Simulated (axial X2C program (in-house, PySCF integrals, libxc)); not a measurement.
**SiC⁻: properties at the nuclei**

Calculated with an in-house all-electron X2C program for linear molecules (integrals from PySCF): two-component X2C with atomic mean-field Coulomb and Gaunt terms, Gaussian nuclei, basis Si dyall-av3z, C dyall-av3z with contracted cores.

R = 1.676 Å (near the PBE0 minimum at charge -1 of the determinant lowest at the starting distance; the state shown can have its own minimum elsewhere).

Determinant lowest in the PBE0 search, Ω = 1/2 (⟨Sz⟩ = 0.50, ⟨Lz⟩ = 0.00 at PBE0), spin on the atoms Si -0.07, C 0.57:

| level | Eeff magnitude (GV/cm) | Ws magnitude Si (kHz) | Ws magnitude C (kHz) | A∥/gI Si (MHz) | qzz Si (a.u.) | A∥/gI C (MHz) | qzz C (a.u.) |
| --- | --- | --- | --- | --- | --- | --- | --- |
| PBE0 | 0.0263 | 0.0116 | 0.00964 | 0.927 | -0.50 | 198 | 0.07 |
| HF | 0.02 | 0.00384 | 0.0134 | 40.6 | -0.77 | 349 | 0.02 |
| r2SCAN | 0.0261 | 0.0114 | 0.00968 | 3.56 | -0.48 | 215 | 0.06 |
| TPSSh | 0.0207 | 0.00737 | 0.00948 | 3.2 | -0.43 | 207 | 0.06 |
| PBE | 0.0123 | 0.00184 | 0.00839 | 9 | -0.40 | 182 | 0.08 |

Determinant 0.44 eV from it at PBE0 and this distance, Ω = 3/2 (⟨Sz⟩ = 0.50, ⟨Lz⟩ = 1.00 at PBE0), spin on the atoms Si 0.18, C 0.32:

| level | Eeff magnitude (GV/cm) | Ws magnitude Si (kHz) | Ws magnitude C (kHz) | A∥/gI Si (MHz) | qzz Si (a.u.) | A∥/gI C (MHz) | qzz C (a.u.) |
| --- | --- | --- | --- | --- | --- | --- | --- |
| PBE0 | 0.00124 | 0.000306 | 0.000105 | 61.1 | -1.74 | 28.2 | -0.94 |
| HF | 0.0206 | 0.00538 | 0.000352 | 90.4 | -1.96 | 4.92 | -0.99 |
| r2SCAN | 0.00125 | 0.000422 | 0.000201 | 71.8 | -1.71 | 35 | -0.95 |
| TPSSh | 0.000126 | 1.49e-05 | 0.000134 | 69.5 | -1.69 | 28.8 | -0.96 |
| PBE | 0.000715 | 0.000156 | 9.13e-05 | 59.8 | -1.67 | 32.5 | -0.90 |

Eeff is the effective electric field on the electron electric dipole moment in this Ω state and Ws the scalar–pseudoscalar constant of the nucleus named (defined with the proton number Z and per Ω); A∥ (defined per Ω) follows by multiplying with gI = μI/(I μN); qzz is the electric field gradient, eQq0 = 234.96 MHz × Q/barn × qzz. The operators were transformed with the bare-nucleus X2C matrices; with these basis sets, hyperfine constants and field gradients can be off by tens of per cent, and where levels differ in sign neither size nor sign is settled.

**Question.** With gI(13C) = 1.4048 (g factors from the IAEA table of nuclear moments by Stone), turn the PBE0 values of the first state into constants in MHz.

**Answer.** A∥(13C) = 198 × 1.4048 = 278 MHz.

Each state is one determinant with collinear spin. Unrestricted Hartree–Fock can overshoot spin polarisation at the nuclei. For an anion, determinants above electron detachment, or with a positive highest level, are held by the basis set. Where Eeff spreads by more than a factor of two the levels disagree and none is to be relied on. States lie within half an eV, so the first need not be the ground state. Further determinants of the search, some of them spin-mixed, are not shown. Where a field gradient or hyperfine factor spreads by more than a factor of two over the levels, a constant derived from it is not to be relied on. PBE0 term energies can be off by some tenths of an eV.
